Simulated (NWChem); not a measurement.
Molecule: formaldehyde (CH2O); SMILES O=C

Program: NWChem. Each level has its own optimisation; frequencies are unscaled.

For level PBE0/def2-SVP:

- highest harmonic frequency (cm⁻¹) = 2968
- lowest (cm⁻¹) = 1201
- dipole (D) = 2.18

Q: How do the values read with level LDA (Slater exchange, VWN5)/def2-SVP instead?

A: 
| Quantity | Value |
|---|---|
| highest harmonic frequency (cm⁻¹) | 2811 |
| lowest (cm⁻¹) | 1143 |
| dipole (D) | 1.98 |
